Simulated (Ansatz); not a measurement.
## What each rung costs, and what it gives

Saddle point of CH₇AlO, closed shell (CH₄O ([CH3][OH]) + AlH₃ → CH₅AlO ([CH3][O][AlH2]) + H₂; bonds formed: H2–H5; dative contacts that become bonds: Al1–O6; bonds broken: Al1–H2, H5–O6), PBE0-D4/def2-TZVP structure:

```json
{"atom": "Al1", "x (Å)": "-0.9967", "y (Å)": "-0.1128", "z (Å)": "-1.0897"}
{"atom": "H2", "x (Å)": "0.3117", "y (Å)": "0.9196", "z (Å)": "-1.7245"}
{"atom": "H3", "x (Å)": "-1.3735", "y (Å)": "-1.2356", "z (Å)": "-2.1349"}
{"atom": "H4", "x (Å)": "-2.0479", "y (Å)": "0.7738", "z (Å)": "-0.3014"}
{"atom": "H5", "x (Å)": "0.7128", "y (Å)": "0.3866", "z (Å)": "-0.9206"}
{"atom": "O6", "x (Å)": "0.5013", "y (Å)": "-0.4923", "z (Å)": "-0.0672"}
{"atom": "C7", "x (Å)": "0.6860", "y (Å)": "-0.1270", "z (Å)": "1.2871"}
{"atom": "H8", "x (Å)": "0.0293", "y (Å)": "-0.7271", "z (Å)": "1.9219"}
{"atom": "H9", "x (Å)": "0.4551", "y (Å)": "0.9306", "z (Å)": "1.4547"}
{"atom": "H10", "x (Å)": "1.7220", "y (Å)": "-0.3160", "z (Å)": "1.5745"}
```

Barriers are electronic and count from the start structure reached by relaxing down the imaginary mode.

Computed with Ansatz 0.2.0 (basis: as named in each row); correlated methods freeze the cores. B3LYP uses VWN-RPA correlation. Extrapolation: Hartree–Fock as exp(−7.88 √X), correlation as X^−2.97.

Times are rough, for one single point on 2 threads of a shared host (Arm Neoverse V1).

The estimate by CCSD(T) at an estimated basis limit (MP2 extrapolated from triple and quadruple zeta, plus CCSD(T) − MP2 in triple zeta) is 75.6 kJ/mol.

```tsv
method	basis	time (s)	barrier (kJ/mol)	method less estimate
HF	STO-3G	under 1	177.8	102.2
PBE-D4	STO-3G	under 1	55.8	-19.8
SPW92	def2-SVP	under 1	37.0	-38.6
B3LYP-D4	6-31G	under 1	97.9	22.3
PBE-D4	def2-SVP	under 1	49.5	-26.1
PBE0-D4	def2-SVP	1	66.1	-9.6
SPW92	def2-TZVPP	1	37.2	-38.4
PBE-D4	def2-TZVPP	2	49.8	-25.9
BLYP-D4	def2-TZVPP	2	56.1	-19.6
CCSD(T)	def2-SVP	2	84.8	9.2
B3LYP-D4	def2-TZVPP	2	67.3	-8.3
PBE0-D4	def2-TZVPP	3	64.6	-11.0
BHLYP-D4	def2-TZVPP	3	85.0	9.4
CAM-B3LYP-D4	def2-TZVPP	4	71.9	-3.7
r2SCAN-D4	def2-TZVPP	4	56.5	-19.1
wB97M-V	def2-SVP	5	73.8	-1.8
RPA on PBE	def2-TZVPP	5	76.3	0.7
r2SCAN0-D4	def2-TZVPP	5	68.3	-7.3
B2PLYP	def2-TZVPP	6	70.3	-5.3
PBE-QIDH	def2-TZVPP	6	72.9	-2.7
wB97X-V	def2-TZVPP	9	75.6	0.0
wB97M-V	def2-TZVPP	10	75.0	-0.6
B97M-V	def2-TZVPP	10	75.3	-0.4
MP2	def2-QZVPP	19	67.9	-7.7
CCSD(T)	def2-TZVPP	54	77.7	2.1
```

All methods are single points on the PBE0-D4 structures.

No T1 diagnostic of these runs exceeds 0.013.

The step is the kind of ligand exchange by which a precursor binds to a hydroxyl group, or is hydrolysed, in atomic layer deposition of oxides.

Labels in which every atom is bracketed show which atoms are joined, not bond orders.
